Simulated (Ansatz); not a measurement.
**hcp Ti**

Computed with r²SCAN (PAW; Ansatz, a program for electronic structure).

Numerical settings: plane-wave cutoff 500 eV, 5×5×5 k mesh, Fermi–Dirac smearing 0.1 eV, cell of 36 sites, scalar-relativistic PAW data made under PBE.

Cell: relaxed at this level.

- vacancy formation energy: 2.40 eV
- vacancy formation energy before relaxation: 2.46 eV

Measured, for comparison: vacancy formation energy 1.27 ± 0.05 eV (not corrected to a static lattice, monovacancy; as tabulated in Hashimoto et al. (1984), doi:10.1088/0305-4608/14/10/004). Computed (rounded) less measured: vacancy formation energy +1.13 eV.

Note: energies are extrapolated to zero smearing, and mesh and cell size move such values by some hundredths of an eV or more.

Computing time: roughly 70 core-minutes.
